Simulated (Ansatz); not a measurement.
How far each method lies from UCCSDT(Q) for Si$_{2}$, quintet

Geometry: that of the Si2, triplet, kept fixed. The triplet lies 1.5 eV lower here.

```xyz
2

Si    0.0000    0.0000    0.0000
Si    0.0000    0.0000    2.2547
```

Basis cc-pVTZ; Ansatz 0.2.0. Only valence electrons are correlated (noble-gas cores frozen), which leaves 8 electrons in 58 orbitals. R marks a restricted (for open shells ROHF) determinant, U an unrestricted one. Active spaces: valence = (8e, 8o) chosen from the atoms' valence shells.

Full CI isn't at hand for all of this; UCCSDT(Q) serves as the reference, and is uncertain by about the last step of the cluster series. The frozen core follows each run's orbitals, which can shift R against U totals by a few meV.

For open shells CISD is restricted-active-space CI with the open shells as a complete middle space.

The UHF ⟨S²⟩ is 6.011. The T1 diagnostic (RCCSD) is 0.0194, the largest doubles amplitude (RCCSD) is 0.103 and the T1 diagnostic (UCCSD) is 0.0168.

```tsv
level	E − E(UCCSDT(Q)) (kcal/mol)	share of correlation (%)	wall time
RHF	118.51	0.00	–
UHF	116.42	1.76	–
RMP2	25.02	78.89	–
UMP2	25.64	78.36	–
CISD	12.19	89.71	11 s
RCCSD	8.20	93.08	–
UCCSD	8.07	93.19	–
RCCSD(T)	1.63	98.62	3 s
UCCSD(T)	1.59	98.66	3.1 s
BCCD(T)	1.61	98.64	3.3 s
RCCSDT	0.52	99.56	–
UCCSDT	0.46	99.62	–
RCCSDT(Q)	0.06	99.95	40 s
CASSCF (valence space)	93.30	21.27	–
NEVPT2 (valence space)	21.58	81.79	1.7 s
MRCISD (valence space)	9.15	92.28	–
MRCISD+Q (valence space)	0.69	99.42	2.9 s
```

The correlation energy at UCCSDT(Q), counted from RHF, is -5.139 eV. That run took 36 s on 1 thread of Arm Neoverse V2, shared host.

Times hold each run's SCF and search for its determinant on a shared host, so for small cases they say little of a method's own cost; they ran on 1 thread of Arm Neoverse V2.

Natural occupations of CASSCF (valence space) about the gap: 1.983 1.926 1.021 1.002 0.999 0.977 0.060 0.031; effectively unpaired electrons, Σ n²(2−n)², 4.04.
